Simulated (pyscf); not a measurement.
## Four-centre exchange: `[SbH3]` + `[GeH4]` → `[GeH3][SbH2]` + `[H][H]`

Gas phase, singlet surface, charge 0. Bonds broken: Sb1–H2, Ge5–H6. Bonds formed: Sb1–Ge5, H2–H6. Single points on ωB97X-D3(BJ)/def2-SVP structures (PySCF, gas phase).

Transition state (Å):

```xyz
9

Sb    -2.6248    -0.8149     0.5156
H     -1.4616     1.0233     1.0035
H     -1.0122    -0.9546     1.0492
H     -2.3737     0.3673    -0.6859
Ge     0.1376     0.1459    -0.9200
H     -0.7104     1.1456     0.5072
H      0.0968     1.3601    -1.8625
H     -0.0399    -1.1298    -1.7543
H      1.4548     0.0406    -0.1338
```

One imaginary mode, 959i cm⁻¹; descent along it reached the two sides named.

| bond | change | reactant side (Å) | saddle | product side |
|---|---|---|---|---|
| Sb1–H2 | breaks | 1.707 | 2.229 | 3.6 |
| Ge5–H6 | breaks | 1.534 | 1.938 | 3.6 |
| Sb1–Ge5 | forms | 4.6 | 3.3 | 2.595 |
| H2–H6 | forms | 3.1 | 0.909 | 0.758 |

Electronic energies relative to the separated reactants (kcal/mol):

```csv
level,barrier,reaction energy,reverse barrier
ωB97X-D3(BJ)/def2-TZVP,68.3,-11.4,79.7
PBE/def2-TZVP,55.0,-6.9,62.0
r²SCAN/def2-TZVP,60.3,-7.1,67.4
B3LYP-D3(BJ)/def2-TZVP,61.1,-6.9,68.0
PBE0-D3(BJ)/def2-TZVP,60.3,-7.4,67.8
M06-2X/def2-TZVP,65.1,-7.6,72.7
ωB97M-D3(BJ)/def2-TZVP,68.1,-4.9,73.0
HF/def2-TZVP,94.0,-0.6,94.7
```

With ωB97M-D3(BJ)/def2-TZVP energies and thermal terms (ideal gas, 1 atm, RRHO with modes under 100 cm⁻¹ raised to 100, one conformer, R ln 2 for chiral ones without a mode under 150 cm⁻¹), in kcal/mol:

```csv
T (K),ΔH‡,ΔG‡,ΔH,ΔG
298,67.0,75.3,-5.5,-5.3
600,67.8,83.4,-4.1,-5.7
900,68.6,91.1,-3.2,-6.8
1200,69.5,98.5,-2.7,-8.1
```

From the product side, GeH₃• + SbH₂• + H₂ lies, by one bond made or cut, 17.9 kcal/mol under this saddle at ωB97M-D3(BJ)/def2-TZVP. This is the saddle that the search found; another between the same sides may lie lower. One closed-shell reference is unstable to symmetry breaking; treat the single-reference values with care. Elements up to Kr have no core potential and no relativistic terms here. Elements past Kr carry the def2 core potentials, without spin-orbit coupling.
